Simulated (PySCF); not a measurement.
System (SMILES): ClCl (Cl2).
Geometry (B3LYP-D3(BJ)/def2-TZVP, fixed):
```xyz
2

Cl     0.0000     0.0000    -1.0068
Cl     0.0000     0.0000     1.0068
```
Charge 0, spin multiplicity 1.

Basis-set convergence of the isotropic shielding of Cl1 at PBE with PySCF. GIAO, no density fitting; atoms are numbered in the order shown. All functions are spherical. No added dispersion term, no relativity. Reference: the value in pcSseg-3, 541.75 ppm, itself unsure by roughly 1.99 ppm (its mean distance from cc-pV(5+d)Z, pcseg-3, pcSseg-2). Deviations are taken from unrounded values. Cost is core time over that of aug-pcseg-2, rough, on shared machines of one kind; a dash marks a row that isn't timed (too short, read off another run, short of memory, by another algorithm or on other hardware).

| basis | functions | isotropic shielding of Cl1 (ppm) | minus reference (ppm) | cost |
|---|---|---|---|---|
| pcseg-0 | 26 | 498.61 | -43.15 | - |
| pcSseg-1 | 48 | 518.64 | -23.11 | - |
| def2-SVPD | 54 | 560.00 | 18.25 | - |
| def2-TZVP | 74 | 534.71 | -7.04 | - |
| def2-TZVPP | 84 | 535.22 | -6.53 | 0.6× |
| pcSseg-2 | 86 | 543.90 | 2.15 | 0.6× |
| aug-pcseg-2 | 100 | 538.96 | -2.79 | 1× |
| def2-TZVPPD | 102 | 523.73 | -18.03 | 0.8× |
| aug-cc-pV(T+d)Z | 110 | 560.88 | 19.13 | 2× |
| cc-pCVTZ | 118 | 546.11 | 4.36 | 1× |
| cc-pV(Q+d)Z | 128 | 568.10 | 26.35 | 3× |
| pcseg-3 | 128 | 539.12 | -2.63 | 2× |
| aug-pcseg-3 | 178 | 535.84 | -5.91 | 7× |
